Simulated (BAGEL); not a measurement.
**HF/STO-3G (density fitting with qzvpp-jkfit) run of SiPH5F+ (SMILES F[SiH2][PH3+])**

What is the energy change on altering one bond length of SiPH5F+ at HF/STO-3G (density fitting with qzvpp-jkfit)? 

The calculation is run with BAGEL 1.2.2.

2 further runs of the same task are left out: 1 that didn't finish, 1 set aside as unsound or not needed.

## 1. The structure to begin with

SiPH5F+: 8 atoms, total charge +1, spin state singlet. As SMILES, `F[SiH2][PH3+]`. The shape is that of a GFN2-xTB optimisation.

Bond lengths: F1–Si2 1.586 Å, Si2–P3 2.356 Å, Si2–H4 1.449 Å, Si2–H5 1.449 Å, P3–H6 1.378 Å, P3–H7 1.376 Å, P3–H8 1.378 Å. Some angles: F1–Si2–P3 98.5°, F1–Si2–H4 109.4°, F1–Si2–H5 109.5°, P3–Si2–H4 104.5°, P3–Si2–H5 104.6°, Si2–P3–H6 117.4°, Si2–P3–H7 115.8°, Si2–P3–H8 117.2°, H4–Si2–H5 126.5°, H6–P3–H7 101.4°.

## 2. The energy at HF/STO-3G (density fitting with qzvpp-jkfit)

The input, hf.json:

```json
{ "bagel": [

{
  "title": "molecule",
  "basis": "sto-3g",
  "df_basis": "qzvpp-jkfit",
  "angstrom": true,
  "geometry": [
    { "atom": "F", "xyz": [   -1.676460,    1.335290,   -0.121770 ] },
    { "atom": "Si", "xyz": [   -0.534500,    0.647880,   -0.981780 ] },
    { "atom": "P", "xyz": [    0.511240,   -0.571550,    0.741360 ] },
    { "atom": "H", "xyz": [   -1.120430,   -0.364300,   -1.837800 ] },
    { "atom": "H", "xyz": [    0.444450,    1.642860,   -1.370230 ] },
    { "atom": "H", "xyz": [    1.041920,    0.144780,    1.792720 ] },
    { "atom": "H", "xyz": [    1.590120,   -1.337250,    0.363260 ] },
    { "atom": "H", "xyz": [   -0.256330,   -1.497690,    1.414240 ] }
  ]
},
{ "title": "hf", "charge": 1 },
{ "title": "print", "file": "orbitals.molden", "orbitals": true }

]}
```

Started as:

```sh
$ BAGEL_NUM_THREADS=1 BAGEL hf.json > hf.out
```

Log:

```text
* using 1 threads per process

  ===============================================================
  ===============================================================

  *** Geometry ***

  { "atom" : "F", "xyz" : [     -3.168050,      2.523332,     -0.230112 ] },
  { "atom" : "Si", "xyz" : [     -1.010059,      1.224316,     -1.855295 ] },
  { "atom" : "P", "xyz" : [      0.966104,     -1.080073,      1.400967 ] },
  { "atom" : "H", "xyz" : [     -2.117306,     -0.688427,     -3.472939 ] },
  { "atom" : "H", "xyz" : [      0.839889,      3.104555,     -2.589359 ] },
  { "atom" : "H", "xyz" : [      1.968943,      0.273595,      3.387750 ] },
  { "atom" : "H", "xyz" : [      3.004891,     -2.527036,      0.686462 ] },
  { "atom" : "H", "xyz" : [     -0.484393,     -2.830224,      2.672526 ] },

  Number of auxiliary basis functions:      423

  Since a DF basis is specified, we compute 2- and 3-index integrals:
    o Being stored without compression. Storage requirement is 0.003 GB

  Number of basis functions:       28
  Number of electrons      :       43

    * METHOD: MOLECULE                             0.10

  *** RHF ***

  === Nuclear Repulsion ===
   161.8529350609

      * DIIS with orbital gradients will be used.

  === RHF iteration (sto-3g) ===
      0       -723.24214310          0.01441738           0.01
      1       -723.31497296          0.00324027           0.01
      2       -723.31857838          0.00085384           0.01
      3       -723.31900849          0.00017891           0.01
      4       -723.31902968          0.00004505           0.01
      5       -723.31903093          0.00000522           0.01
      6       -723.31903095          0.00000087           0.01
      7       -723.31903095          0.00000016           0.01
      8       -723.31903095          0.00000003           0.01
      9       -723.31903095          0.00000001           0.01
    * SCF iteration converged.

    * Permanent dipole moment:
           (   -1.190617,     0.945468,    -0.084033) a.u.

    * METHOD: HF                                   0.19

    * METHOD: PRINT                                0.00

  ===============================================================
```

Run time: 0.44 s. Hardware: 1 thread of Arm Neoverse V2, shared host; peak memory 0.082 GiB.

## 3. The distorted shape at the same level

The input, input.json:

```json
{ "bagel": [

{
  "title": "molecule",
  "basis": "sto-3g",
  "df_basis": "qzvpp-jkfit",
  "angstrom": true,
  "geometry": [
    { "atom": "F", "xyz": [   -1.756058,    1.227846,   -0.279466 ] },
    { "atom": "Si", "xyz": [   -0.614098,    0.540436,   -1.139476 ] },
    { "atom": "P", "xyz": [    0.431642,   -0.678994,    0.583664 ] },
    { "atom": "H", "xyz": [   -1.200028,   -0.471744,   -1.995496 ] },
    { "atom": "H", "xyz": [    0.364852,    1.535416,   -1.527926 ] },
    { "atom": "H", "xyz": [    1.041920,    0.144780,    1.792720 ] },
    { "atom": "H", "xyz": [    1.510522,   -1.444694,    0.205564 ] },
    { "atom": "H", "xyz": [   -0.335928,   -1.605134,    1.256544 ] }
  ]
},
{
  "title": "hf",
  "charge": 1
},
{
  "title": "print",
  "file": "orbitals.molden",
  "orbitals": true
}

]}
```

Started as:

```sh
$ BAGEL_NUM_THREADS=1 BAGEL input.json > input.out
```

Log:

```text
* using 1 threads per process

  ===============================================================
  ===============================================================

  *** Geometry ***

  { "atom" : "F", "xyz" : [     -3.318469,      2.320293,     -0.528114 ] },
  { "atom" : "Si", "xyz" : [     -1.160477,      1.021276,     -2.153298 ] },
  { "atom" : "P", "xyz" : [      0.815685,     -1.283113,      1.102965 ] },
  { "atom" : "H", "xyz" : [     -2.267724,     -0.891467,     -3.770941 ] },
  { "atom" : "H", "xyz" : [      0.689470,      2.901516,     -2.887362 ] },
  { "atom" : "H", "xyz" : [      1.968943,      0.273595,      3.387750 ] },
  { "atom" : "H", "xyz" : [      2.854473,     -2.730076,      0.388460 ] },
  { "atom" : "H", "xyz" : [     -0.634812,     -3.033264,      2.374524 ] },

  Number of auxiliary basis functions:      423

  Since a DF basis is specified, we compute 2- and 3-index integrals:
    o Being stored without compression. Storage requirement is 0.003 GB

  Number of basis functions:       28
  Number of electrons      :       43

    * METHOD: MOLECULE                             0.10

  *** RHF ***

  === Nuclear Repulsion ===
   160.9057670109

      * DIIS with orbital gradients will be used.

  === RHF iteration (sto-3g) ===
      0       -723.21722719          0.01492721           0.01
      1       -723.29349831          0.00345994           0.01
      2       -723.29752229          0.00086185           0.01
      3       -723.29796355          0.00017827           0.01
      4       -723.29798473          0.00004400           0.01
      5       -723.29798590          0.00000555           0.01
      6       -723.29798591          0.00000095           0.01
      7       -723.29798592          0.00000020           0.01
      8       -723.29798592          0.00000003           0.01
      9       -723.29798592          0.00000001           0.01
     10       -723.29798592          0.00000000           0.01
    * SCF iteration converged.

    * Permanent dipole moment:
           (   -1.226880,     0.916217,    -0.153971) a.u.

    * METHOD: HF                                   0.21

    * METHOD: PRINT                                0.00

  ===============================================================
```

Run time: 0.48 s. Hardware: 1 thread of Arm Neoverse V2, shared host; peak memory 0.082 GiB.

## 4. What came out

At HF/STO-3G (density fitting with qzvpp-jkfit):

| quantity | value |
| --- | --- |
| first shape: total energy | -723.31903 Eh |
| first shape: HOMO energy | -16.47 eV |
| first shape: LUMO energy | 1.99 eV |
| first shape: HOMO–LUMO gap | 18.46 eV |
| distorted shape: total energy | -723.29799 Eh |
| distorted shape: HOMO energy | -16.32 eV |
| distorted shape: LUMO energy | 1.75 eV |
| distorted shape: HOMO–LUMO gap | 18.06 eV |
| energy change with the P3–H6 bond stretched from 1.378 to 1.585 Å | 0.573 eV |

What this shows: With the P3–H6 bond stretched from 1.378 to 1.585 Å the energy rises by 0.57 eV (13.2 kcal/mol). The first shape isn't relaxed at this level, so the change isn't measured from a minimum. The minimal basis adds a large error of its own.
